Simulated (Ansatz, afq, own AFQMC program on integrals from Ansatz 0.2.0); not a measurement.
Two steps: Ansatz 0.2.0 writes the Fock matrix and Cholesky factors of the valence space, and afq projects on them the lowest state that overlaps trial and start.

```yaml
crystal:
  periodic: [false, false, false]
  atoms:
    - {symbol: B, position_ang: [-0.435144, 0.138958, 0.211793]}
    - {symbol: O, position_ang: [0.822772, -0.305479, 0.124801]}
    - {symbol: H, position_ang: [1.160012, -0.352899, -0.783364]}
basis:
  gaussian: {orbitals: def2-TZVP}
magnetization: {spin_polarized: true, initial_magnetization: 2}
correlation: {method: ccsd_t, electrons: outside_noble_gas, hamiltonian_folder: ham}
```

```sh
$ ansatz run in.yaml --threads 1 --pin off --events-out ev --progress --plain --max-ram 24576MiB --backend cuda --devices 0, --max-vram 18GiB
```

Options of the walk:

```
--method phaseless --trial cisd --walkers 3800 --populations 20 --least-time 60 --time-step 0.005 --steps-per-block 50 --equilibration-blocks 28 --max-blocks 4000 --target-error 0.00019 --factor-cut 1e-05 --start spin_pure --seed 5437 --release-times 0.24,0.51,0.99,1.62,2.4 --release-step 0.03 --release-every 3 --taylor-order 6
```

Times are imaginary, in 1/Eh. The walk had a cap of 245 s. With eight or more populations the least sampling time is a fifth of least-time, and the error comes from their spread.

Output of the walk:

```
orbitals 66  electrons 6 4  factors 453 of 453
reference energy -100.06757676 Eh
CCSD correlation -0.29142355 Eh in 13 cycles, weight of the determinant in the CISD state 0.9182
energy of the start -100.358899 Eh
 block  time / (1/Eh)  mean weight  energy / Eh
     1     0.250  0.9998  -100.359563
     2     0.500  1.0000  -100.363259
     3     0.750  1.0000  -100.366373
     4     1.000  0.9999  -100.368894
     5     1.250  0.9999  -100.368653
    10     2.500  1.0000  -100.369881
    15     3.750  0.9999  -100.369909
    20     5.000  1.0000  -100.368747
    25     6.250  1.0001  -100.369615
    30     7.500  0.9998  -100.370218
    35     8.750  0.9995  -100.371303
    40    10.000  0.9994  -100.370382
    45    11.250  0.9998  -100.370256
    50    12.500  1.0001  -100.370133
    55    13.750  0.9997  -100.369999
    60    15.000  0.9999  -100.371662
    61    15.250  1.0003  -100.371864
    65    16.250  1.0003  -100.371199
    70    17.500  0.9999  -100.369445
    75    18.750  1.0001  -100.370154
    78    19.500  1.0003  -100.370248
error from the spread of 20 populations
released: time / (1/Eh)  energy / Eh  error  mean overlap
  0.24  -100.370372  0.000169  0.9956
  0.51  -100.370412  0.000124  0.9922
  0.99  -100.370390  0.000129  0.9837
  1.62  -100.370377  0.000131  0.9702
  2.40  -100.370272  0.000232  0.9633
energy -100.370525 +/- 0.000139 Eh
(rows thinned)
```

The run passed its tests (sampling time, drift between the halves within three errors, error under three times the target), which doesn't prove that it has relaxed.

Against this walk (error 3.8 meV) on the same determinant: CCSD(T) 27.1 meV higher, CCSDT(Q) 1.4 meV higher (within the noise). The error is statistical and leaves out the bias of the constraint. Released to 2.40 1/Eh the energy moves by 7 ± 7 meV (both errors), within twice the noise.

Cautions: constraint bias not in the error.

The walk took 83 s on 1 × NVIDIA H100 80GB HBM3 with 2 threads of AMD EPYC 7R13 Processor (Zen 3) (shared host) (the card was shared). The log's last line is the phaseless energy.

CCSDT and higher add their correlation energy to the determinant of the CCSD(T) run, since their own runs factorise the integrals more tightly (a shift of under 2 meV). A walk keeps the symmetry of its determinant, which the program's search chose and which needn't be the lowest solution, so a lower state of the same spin and another symmetry isn't excluded.
